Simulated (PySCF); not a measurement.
# NMR data sheet: C₃H₆O

```yaml
Formula: C3H6O
SMILES: C=CCO
InChI: InChI=1S/C3H6O/c1-2-3-4/h2,4H,1,3H2
Point_group_of_the_computed_structure: C1
Degrees_of_unsaturation: 1
Carbon_signals: 3
Proton_signals: 5
```

Structure with atom numbers: `[CH2:1]=[CH:2][CH2:3][OH:4]`. Hydrogens are named by the atom that carries them. Ha(C1) is cis to C3; Hb(C1) is trans to C3.

All values are calculated (PySCF): coordinates at the PBE0-D3(BJ)/def2-TZVP level, shieldings: GIAO B97-2/pcSseg-2. A single conformation, non-relativistic, isolated molecule, one averaged value for each set of equivalent atoms.

References, each an isolated molecule treated in the same way: ¹H (31.64 ppm), ¹³C (185.38 ppm) against TMS; ¹⁷O (327.66 ppm) vs H2O.

```tsv
carbon	δC, type	δH (multiplicity)	HMBC from (2–3 bonds)	span of the C tensor (ppm)
C1	123.6, CH2	Hb(C1) 5.36 (m); Ha(C1) 5.47 (m)	H(C2), H(C3)	207
C2	150.7, CH	6.51 (m)	Ha(C1), Hb(C1), H(C3)	240
C3	72.0, CH2	4.12 (d)	H(C2), Ha(C1), Hb(C1)	58
```

Other nuclei:
```
atoms  nucleus                    environment  δ (ppm)  σ (ppm)
H(O4)       ¹H  hydrogen on an alcohol oxygen     0.14    31.49
   O4      ¹⁷O                 alcohol oxygen     47.0    280.6
```

- Carbon types of the structure: 1 × CH, 2 × CH2, leaving 1 H on heteroatoms.
- δC 150.7: alkene CH; as expected for a trigonal carbon in a double bond.
- δC 123.6: terminal =CH2 carbon; the olefinic region.
- δC 72.0: allylic sp3 CH2 bonded to O; pulled downfield by the heteroatom.
- δH 5.47, 5.36: hydrogen on a terminal =CH2 carbon; a vinylic proton, deshielded by the sp2 carbon and the C=C anisotropy.
- δH 4.12: hydrogen on an allylic sp3 CH2 bonded to O; its carbon carries O, an electronegative neighbour.

OH and NH positions are those of a molecule without intermolecular hydrogen bonds; in solution they move with solvent, concentration and temperature, and exchange usually removes their couplings. Shifts are as computed. Against solution values, carbons near 30 ppm lie about +3 ppm off and those near 130 ppm about +7 ppm. Of 1211 compounds with measured shifts, 218 miss one by over three times the rms of a fit or turn the order of signals round; such compounds aren't used in these exercises. Experimental scales use liquid or dissolved standards, which lie at an offset from isolated H2O (liquid H2O: subtract about 36 ppm). No couplings were computed; multiplicities are counted from neighbouring protons, with m where these are inequivalent, close in shift, in a saturated or five-membered ring or joined by F or P, and br s for small geminal =CH2 splittings.
